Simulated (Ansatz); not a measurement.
# HN2Si: the cost of one run

Program: Ansatz 0.2.0, Gaussian basis. Level of theory: def2-QZVPP, all electrons in the functionals. These are calculated values, not measurements.

Plan: PBE, BLYP, r2SCAN, B97M-V, PBE0, B3LYP, at charge 0, quartet; charge 0, doublet; charge 0, sextet; charge 1, triplet; charge 1, quintet.

### 1 The geometry

The geometry is a PBE0/def2-TZVP stationary point (not a proven minimum).

4 atoms, charge 0, spin multiplicity 4.

Atoms are counted from 1 here; the program's logs count them from 0.

Bond lengths: N1–Si2 1.697 Å, Si2–N3 1.697 Å, Si2–H4 1.480 Å. Angles: N1–Si2–N3 124.0°, N1–Si2–H4 118.0°, N3–Si2–H4 118.0°.

No dispersion term is added; B97M-V holds VV10 nonlocal correlation. B3LYP takes the VWN-RPA correlation.

The geometry shown and the zero of energy belong to the point charge 0, quartet. The yardstick, UCCSD(T), and other wave-function levels (R restricted, U unrestricted, valence and pair active spaces) come from earlier runs.

### 2 PBE, charge 0, quartet

The input, in.yaml:

```yaml
crystal:
  periodic: [false, false, false]
  atoms:
    - {symbol: N, position_ang: [0.000000, -0.431982, 1.498918]}
    - {symbol: Si, position_ang: [0.000000, 0.364687, 0.000000]}
    - {symbol: N, position_ang: [0.000000, -0.431982, -1.498918]}
    - {symbol: H, position_ang: [0.000000, 1.844223, 0.000000]}
basis:
  gaussian: {orbitals: "def2-QZVPP.json"}
magnetization: {spin_polarized: true, initial_magnetization: 3}
hamiltonian: {xc: {name: PBE}}
output: {orbitals: {seedname: orbitals}}
```

Command:

```console
$ ansatz run in.yaml --threads 1 --pin off --events-out ev --progress --plain --max-ram 2393MiB
```

Q: Estimate wall time and peak memory on 1 thread of Arm Neoverse V1, shared host.

About 32 s, with a peak of 0.51 GiB.
